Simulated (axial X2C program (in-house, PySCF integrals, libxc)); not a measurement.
Spin–orbit effects along a row: molecules with Li, HF

Computed with an in-house relativistic program for diatomic molecules, spin-free (one-electron X2C) or two-component (2c: spin–orbit coupling with atomic mean-field Coulomb and Gaunt terms, which also bring small scalar terms), in Dyall basis sets with cores contracted in-house; open shells are unrestricted.

Basis sets: Li dyall-cv3z, Mg dyall-cv3z, Na dyall-cv3z, P dyall-v3z, S dyall-av3z, Si dyall-v3z.

| molecule | spin-free state | Re (Å) | ωe (cm⁻¹) | De (eV) | 2c state | Re 2c (Å) | ωe 2c (cm⁻¹) | De 2c (eV) |
| --- | --- | --- | --- | --- | --- | --- | --- | --- |
| LiNa | M_S = 0, Λ = 0 | 2.999 | 248.7 | 0.06 | Ω = 0 | 2.999 | 248.6 | 0.06 |
| LiMg | M_S = 1/2, Λ = 0 | 3.418 | 100.0 | 0.01 | Ω = 1/2 | 3.419 | 99.9 | 0.01 |
| LiSi | ? | ? | ? | ? | ? | ? | ? | ? |
| LiP | M_S = 1, Λ = 0 | 2.347 | 493.7 | 0.73 | Ω = 1 | 2.347 | 493.6 | 0.73 |
| LiS | M_S = 1/2, Λ = 1 | 2.168 | 581.2 | 1.91 | Ω = 3/2 | 2.168 | 581.0 | 1.92 |

Problem. Estimate the 2c Re and ωe of LiSi as the mean of its neighbours in the table.

Solution. Re ≈ 2.883 Å, ωe ≈ 296.8 cm⁻¹. The HF runs give the row below, so the estimate misses by 0.490 Å and -148.8 cm⁻¹.

```
molecule   spin-free state  Re (Å)  ωe (cm⁻¹)  De (eV)  2c state  Re 2c (Å)  ωe 2c (cm⁻¹)  De 2c (eV)
    LiSi  M_S = 3/2, Λ = 0   2.393      445.6     1.27   Ω = 3/2      2.393         445.5        1.26
```

Each entry is the lowest single determinant of a limited PBE0 search at one distance. De goes to single-determinant-based atoms at the same level (for ions the charge split of lowest energy) and is withheld (n/a) where an atom does not fit its ground term or J level. Main or longest-lived isotopes. One determinant is a doubtful description, or other states lie close, for LiMg, LiSi, LiP; these need not be ground states, and all values refer to the states named. Some open-shell Ω = 0 determinants are out of reach, so the Ω given for LiP need not be the lowest component. With several unpaired electrons the Ω given is that of one determinant, not necessarily of the lowest component. Some light 2c atoms are not at their ground J level, so De misses part of their lowering (0.04 eV or less).
